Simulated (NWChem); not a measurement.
# One shape, several levels: C3H6O2 (ethyl formate)

Wanted: a comparison of 6 runs (B3LYP/6-31G*, BHLYP/6-31G*, CAM-B3LYP/6-31G*, M06-2X/6-31G*, M06-L/6-31G*, PBE0/6-31G*) of C3H6O2 (ethyl formate). 

Program for the calculation: NWChem 7.3.0.

**1. Starting point**

C3H6O2: 11 atoms, total charge 0, spin state singlet. As SMILES, `CCOC=O`. Geometry: relaxed at PBE0-D4/def2-TZVP. This is one conformer, not always the lowest.

Bond lengths: C1–C2 1.508 Å, C2–O3 1.438 Å, O3–C4 1.329 Å, C4–O5 1.197 Å, C1–H6 1.092 Å, C1–H7 1.091 Å, C1–H8 1.092 Å, C2–H9 1.091 Å, C2–H10 1.090 Å, C4–H11 1.100 Å. Some angles: C1–C2–O3 111.3°, C2–O3–C4 116.4°, O3–C4–O5 126.3°, C1–C2–H9 111.3°, C1–C2–H10 111.5°, O3–C2–H9 108.7°, O3–C2–H10 104.4°, C2–C1–H6 109.6°, C2–C1–H7 110.8°, C2–C1–H8 110.9°.

**2. Energy and forces at B3LYP/6-31G(d) (spherical functions) (run 1)**

File geom.nw:

```
start geom
title "C3H6O2"
memory total 2200 mb

geometry noautosym nocenter noautoz
  C    -0.299500   -0.524900    1.232400
  C     0.160800    0.664100    0.426200
  O    -0.490700    0.711500   -0.855000
  C     0.057300   -0.014800   -1.824100
  O     1.038300   -0.694200   -1.733000
  H     0.156600   -0.494600    2.224600
  H    -0.004700   -1.457900    0.750600
  H    -1.384300   -0.515300    1.354300
  H     1.240500    0.642300    0.270000
  H    -0.114700    1.603600    0.905800
  H    -0.534200    0.107100   -2.743600
end

basis "ao basis" spherical bse
  * library 6-31G*
end

dft
  xc b3lyp
  mult 1
  grid xfine
  convergence energy 1e-08
  iterations 100
  mulliken
  print low
end

task dft gradient
```

The run is started by

```sh
$ nwchem geom.nw > geom.out
```

The log of the run:

```text
[...]
 d= 0,ls=0.0,diis     1   -268.2422732795 -4.50D+02  1.90D-02  1.15D+00     6.4
[...]
 d= 0,ls=0.0,diis    11   -268.3764095045 -4.60D-10  2.25D-07  8.87D-10    58.5
         Total DFT energy =     -268.376409504488
      One electron energy =     -724.270730770712
           Coulomb energy =      310.239372278074
    Exchange-Corr. energy =      -35.748822097558
 Nuclear repulsion energy =      181.403771085708
[...]
      Total Density - Mulliken Population Analysis
     ---------------------------------------------
    Atom       Charge   Shell Charges
 -----------   ------   -------------------------------------------------------
    1 C    6     6.46   2.00  0.67  2.14  0.63  0.99  0.03
    2 C    6     6.04   2.00  0.68  2.06  0.52  0.73  0.06
    3 O    8     8.40   2.00  0.91  2.93  0.92  1.62  0.03
    4 C    6     5.63   2.00  0.70  1.96  0.33  0.52  0.13
    5 O    8     8.40   2.00  0.92  2.88  0.93  1.64  0.03
    6 H    1     0.85   0.53  0.32
    7 H    1     0.82   0.52  0.30
    8 H    1     0.84   0.53  0.31
    9 H    1     0.83   0.53  0.30
   10 H    1     0.85   0.54  0.31
[...]
                         DFT ENERGY GRADIENTS
    atom               coordinates                        gradient
                 x          y          z           x          y          z
   1 C      -0.565973  -0.991917   2.328898    0.001283   0.003591  -0.003057
   2 C       0.303868   1.254967   0.805401   -0.004189  -0.004260  -0.002484
   3 O      -0.927289   1.344540  -1.615716    0.008540  -0.007004  -0.001530
   4 C       0.108281  -0.027968  -3.447049    0.010637  -0.004611   0.009246
   5 O       1.962102  -1.311848  -3.274895   -0.017107   0.012248  -0.000547
   6 H       0.295931  -0.934658   4.203884   -0.000841   0.000263  -0.002426
   7 H      -0.008882  -2.755032   1.418428   -0.000440   0.001812   0.000879
   8 H      -2.615948  -0.973776   2.559256    0.002284   0.000327  -0.000295
   9 H       2.344205   1.213771   0.510226   -0.001453  -0.000257  -0.000048
  10 H      -0.216752   3.030365   1.711714    0.000277  -0.001617  -0.000794
  11 H      -1.009492   0.202390  -5.184652    0.001010  -0.000492   0.001057
[...]
```

Wall time 69 s (1 thread of Intel Xeon Platinum 8259CL at 2.50GHz (Skylake/Cascade Lake), shared host); peak memory 0.15 GiB.

**3. Energy and forces at BHLYP/6-31G(d) (spherical functions) (run 2)**

File c3h6o2.nw:

```
start c3h6o2
memory stack 880 mb heap 220 mb global 1100 mb
geometry units angstroms noautosym nocenter noautoz
  C     -0.299500    -0.524900     1.232400
  C      0.160800     0.664100     0.426200
  O     -0.490700     0.711500    -0.855000
  C      0.057300    -0.014800    -1.824100
  O      1.038300    -0.694200    -1.733000
  H      0.156600    -0.494600     2.224600
  H     -0.004700    -1.457900     0.750600
  H     -1.384300    -0.515300     1.354300
  H      1.240500     0.642300     0.270000
  H     -0.114700     1.603600     0.905800
  H     -0.534200     0.107100    -2.743600
end
basis spherical bse
  C library 6-31G*
  O library 6-31G*
  H library 6-31G*
end
dft
  xc bhlyp
  grid xfine
  convergence energy 1e-08
  maxiter 100
  mulliken
end
task dft gradient
```

The run is started by

```sh
$ nwchem c3h6o2.nw > c3h6o2.out
```

The log of the run (excerpt; [...] marks lines left out):

```text
[...]
          Wavefunction type:  closed shell.
          No. of atoms     :    11
          No. of electrons :    40
[...]
          Charge           :     0
          Spin multiplicity:     1
[...]
          AO basis - number of functions:    82
[...]
              XC Information
              --------------
                        BHLYP Method XC Functional
                     Hartree-Fock (Exact) Exchange  0.500
                        Slater Exchange Functional  0.500 local
                    Becke 1988 Exchange Functional  0.500 non-local
              Lee-Yang-Parr Correlation Functional  1.000
[...]
 d= 0,ls=0.0,diis     1   -268.1044917784 -4.50D+02  1.33D-02  1.01D+00     6.2
[...]
 d= 0,ls=0.0,diis    11   -268.2248044841 -4.10D-09  2.77D-07  9.91D-10    59.6
         Total DFT energy =     -268.224804484092
      One electron energy =     -724.159611436210
           Coulomb energy =      310.137267693355
    Exchange-Corr. energy =      -35.606231826945
 Nuclear repulsion energy =      181.403771085708
[...]
      Total Density - Mulliken Population Analysis
     ---------------------------------------------
[...]
  wavefunction    = closed shell
                         DFT ENERGY GRADIENTS
    atom               coordinates                        gradient
                 x          y          z           x          y          z
   1 C      -0.565973  -0.991917   2.328898    0.001467   0.003824  -0.002796
   2 C       0.303868   1.254967   0.805401   -0.002965  -0.005387   0.001480
   3 O      -0.927289   1.344540  -1.615716   -0.004593   0.003723   0.000307
   4 C       0.108281  -0.027968  -3.447049    0.001723  -0.000554   0.002304
   5 O       1.962102  -1.311848  -3.274895    0.005277  -0.003462   0.000264
   6 H       0.295931  -0.934658   4.203884    0.001450   0.000239   0.002951
   7 H      -0.008882  -2.755032   1.418428    0.001075  -0.003183  -0.001436
   8 H      -2.615948  -0.973776   2.559256   -0.003500   0.000149   0.000564
   9 H       2.344205   1.213771   0.510226    0.005185  -0.000422  -0.000713
  10 H      -0.216752   3.030365   1.711714   -0.001183   0.004027   0.002154
  11 H      -1.009492   0.202390  -5.184652   -0.003935   0.001048  -0.005078
[...]
```

It took 70 s on 1 thread of Intel Xeon Platinum 8259CL at 2.50GHz (Skylake/Cascade Lake), shared host; peak memory 0.15 GiB.

Run 3 isn't shown in full; the table further down has it.

**4. Energy and forces at M06-2X/6-31G(d) (spherical functions) (run 4)**

File c3h6o2.nw:

```
start c3h6o2
title "C3H6O2 gradient"
memory 2200 mb

geometry units angstroms noautosym nocenter noautoz
  C       -0.299500      -0.524900       1.232400
  C        0.160800       0.664100       0.426200
  O       -0.490700       0.711500      -0.855000
  C        0.057300      -0.014800      -1.824100
  O        1.038300      -0.694200      -1.733000
  H        0.156600      -0.494600       2.224600
  H       -0.004700      -1.457900       0.750600
  H       -1.384300      -0.515300       1.354300
  H        1.240500       0.642300       0.270000
  H       -0.114700       1.603600       0.905800
  H       -0.534200       0.107100      -2.743600
end

basis spherical bse
  * library 6-31G*
end

dft
  xc m06-2x
  grid xfine
  convergence energy 1e-08
  iterations 100
  mulliken
end

task dft gradient
```

The run is started by

```sh
$ nwchem c3h6o2.nw > c3h6o2.out
```

The log of the run:

```text
[...]
          Wavefunction type:  closed shell.
          No. of atoms     :    11
          No. of electrons :    40
[...]
          Charge           :     0
          Spin multiplicity:     1
[...]
          AO basis - number of functions:    82
[...]
              XC Information
              --------------
                       M06-2X Method XC Functional
                     Hartree-Fock (Exact) Exchange  0.540
                        M06-2X Exchange Functional  1.000
                      M06-2X Correlation Potential  1.000
[...]
 d= 0,ls=0.0,diis     1   -268.1334156574 -4.50D+02  1.42D-02  1.02D+00     8.3
[...]
 d= 0,ls=0.0,diis    11   -268.2573440730 -4.70D-09  4.26D-07  2.06D-09    82.7
         Total DFT energy =     -268.257344073008
      One electron energy =     -724.017661402483
           Coulomb energy =      309.961113225711
    Exchange-Corr. energy =      -35.604566981943
 Nuclear repulsion energy =      181.403771085708
[...]
      Total Density - Mulliken Population Analysis
     ---------------------------------------------
    Atom       Charge   Shell Charges
 -----------   ------   -------------------------------------------------------
    1 C    6     6.51   2.00  0.66  2.13  0.65  1.05  0.03
    2 C    6     6.08   2.00  0.67  2.03  0.55  0.78  0.06
    3 O    8     8.45   2.00  0.90  2.90  0.93  1.69  0.03
    4 C    6     5.60   2.00  0.70  1.92  0.35  0.51  0.13
    5 O    8     8.42   2.00  0.91  2.86  0.94  1.68  0.03
    6 H    1     0.83   0.52  0.31
    7 H    1     0.81   0.52  0.29
    8 H    1     0.82   0.52  0.30
    9 H    1     0.81   0.52  0.29
   10 H    1     0.82   0.53  0.29
[...]
  wavefunction    = closed shell
                         DFT ENERGY GRADIENTS
    atom               coordinates                        gradient
                 x          y          z           x          y          z
   1 C      -0.565973  -0.991917   2.328898    0.001245   0.003105  -0.002286
   2 C       0.303868   1.254967   0.805401   -0.001596  -0.003819   0.002492
   3 O      -0.927289   1.344540  -1.615716    0.002830  -0.002813  -0.004191
   4 C       0.108281  -0.027968  -3.447049    0.005710  -0.001965   0.005470
   5 O       1.962102  -1.311848  -3.274895   -0.007305   0.005196  -0.001973
   6 H       0.295931  -0.934658   4.203884   -0.000422   0.000116  -0.000942
   7 H      -0.008882  -2.755032   1.418428   -0.000481   0.000899   0.001220
   8 H      -2.615948  -0.973776   2.559256    0.000988  -0.000143   0.000300
   9 H       2.344205   1.213771   0.510226   -0.000924  -0.000026   0.000271
  10 H      -0.216752   3.030365   1.711714    0.000169  -0.000596  -0.000385
  11 H      -1.009492   0.202390  -5.184652   -0.000214   0.000045   0.000024
[...]
```

It took 1.7 min on 1 thread of Intel Xeon Platinum 8259CL at 2.50GHz (Skylake/Cascade Lake), shared host; peak memory 0.15 GiB.

Run 5 isn't shown in full; the table further down has it.

**5. Energy and forces at PBE0/6-31G(d) (spherical functions) (run 6)**

File sp.xyz:

```xyz
11
C3H6O2 gradient
C     -0.299500    -0.524900     1.232400
C      0.160800     0.664100     0.426200
O     -0.490700     0.711500    -0.855000
C      0.057300    -0.014800    -1.824100
O      1.038300    -0.694200    -1.733000
H      0.156600    -0.494600     2.224600
H     -0.004700    -1.457900     0.750600
H     -1.384300    -0.515300     1.354300
H      1.240500     0.642300     0.270000
H     -0.114700     1.603600     0.905800
H     -0.534200     0.107100    -2.743600
```

File run.py:

```python
from ase.io import read
from ase.calculators.nwchem import NWChem

mol = read('sp.xyz')

calc = NWChem(
    label='sp',
    theory='dft',
    memory='2200 mb',
    basis='6-31G*',
    basispar='spherical bse',
    dft={'xc': 'pbe0', 'mult': '1', 'grid': 'xfine', 'convergence': 'energy 1e-08', 'iterations': '100', 'mulliken': None},
)
mol.calc = calc

forces = mol.get_forces()
print(f"energy = {mol.get_potential_energy():.6f} eV")
print("forces (eV/A):")
for s, f in zip(mol.symbols, forces):
    print(f"{s:2s} {f[0]:10.5f} {f[1]:10.5f} {f[2]:10.5f}")
print("dipole (e A):", mol.get_dipole_moment().round(4))
```

The run is started by

```sh
$ export ASE_NWCHEM_COMMAND="nwchem PREFIX.nwi > PREFIX.nwo"
$ python run.py
```

The log of the run:

```text
energy = -7294.659478 eV
forces (eV/A):
C    -0.01717   -0.02844    0.03810
C     0.02407    0.03528   -0.09780
O    -0.19288    0.17833    0.12969
C    -0.37358    0.21386   -0.14990
O     0.56796   -0.40217    0.04001
H     0.03841   -0.00802    0.10202
H     0.03003   -0.08094   -0.05523
H    -0.10038   -0.00679    0.00725
H     0.08521   -0.00098   -0.01430
H    -0.02011    0.07312    0.02695
H    -0.04150    0.02674   -0.02679
dipole (e A): [-0.2212  0.1987  0.2548]
```

The calculator wrote sp.nwi:

```
title "sp"

permanent_dir sp

scratch_dir sp

start sp

geometry units angstrom nocenter noautosym noautoz
  C  -2.9949999999999999e-01 -5.2490000000000003e-01 1.2323999999999999e+00
  C  1.6080000000000000e-01 6.6410000000000002e-01 4.2620000000000002e-01
  O  -4.9070000000000003e-01 7.1150000000000002e-01 -8.5499999999999998e-01
  C  5.7299999999999997e-02 -1.4800000000000001e-02 -1.8241000000000001e+00
  O  1.0383000000000000e+00 -6.9420000000000004e-01 -1.7330000000000001e+00
  H  1.5659999999999999e-01 -4.9459999999999998e-01 2.2246000000000001e+00
  H  -4.7000000000000002e-03 -1.4579000000000000e+00 7.5060000000000004e-01
  H  -1.3843000000000001e+00 -5.1529999999999998e-01 1.3543000000000001e+00
  H  1.2404999999999999e+00 6.4229999999999998e-01 2.7000000000000002e-01
  H  -1.1470000000000000e-01 1.6035999999999999e+00 9.0580000000000005e-01
  H  -5.3420000000000001e-01 1.0710000000000000e-01 -2.7435999999999998e+00
end

memory 2200 mb

basis spherical bse noprint
   * library 6-31G*
end

dft
  xc pbe0
  mult 1
  grid xfine
  convergence energy 1e-08
  iterations 100
  mulliken
end

task dft gradient
```

sp.nwo (excerpt; [...] marks lines left out):

```text
[...]
         Total DFT energy =     -268.073793519216
[...]
  wavefunction    = closed shell
                         DFT ENERGY GRADIENTS
    atom               coordinates                        gradient
                 x          y          z           x          y          z
   1 C      -0.565973  -0.991917   2.328898    0.000334   0.000553  -0.000741
   2 C       0.303868   1.254967   0.805401   -0.000468  -0.000686   0.001902
   3 O      -0.927289   1.344540  -1.615716    0.003751  -0.003468  -0.002522
[... 7 lines of this table left out ...]
  11 H      -1.009492   0.202390  -5.184652    0.000807  -0.000520   0.000521
[...]
```

It took 71 s on 1 thread of Intel Xeon Platinum 8259CL at 2.50GHz (Skylake/Cascade Lake), shared host; peak memory 0.15 GiB.

**6. The series**

```csv
run,level,energy (Eh),largest force (eV/Å),wall time
1,B3LYP/6-31G* (spherical functions),-268.376410,1.082,69 s
2,BHLYP/6-31G* (spherical functions),-268.224804,0.335,70 s
3,CAM-B3LYP/6-31G* (spherical functions),-268.255999,0.597,2.5 min
4,M06-2X/6-31G* (spherical functions),-268.257344,0.472,1.7 min
5,M06-L/6-31G* (spherical functions),-268.341592,0.970,1.9 min
6,PBE0/6-31G* (spherical functions),-268.073794,0.697,71 s
```

**7. Outcome**

| quantity | value |
| --- | --- |
| run 6: total energy | -268.07379 Eh |
| run 6: dipole moment | 1.88 D |
| run 6: HOMO energy | -7.96 eV |
| run 6: LUMO energy | 0.59 eV |
| run 6: HOMO–LUMO gap | 8.54 eV |
| run 6: largest force on an atom | 0.697 eV/Å |

**Reading.** Over runs 2, 3, 4, 5, 6 the dipole moment (its size) runs from 1.85 D (M06-2X/6-31G*) to 1.92 D (M06-L/6-31G*). Over runs 2, 3, 4, 5, 6 the HOMO–LUMO gap runs from 6.28 eV (M06-L/6-31G*) to 11.53 eV (BHLYP/6-31G*). Totals of different functionals can't be ranked against each other. All runs together took 9.6 min, the longest 2.5 min.
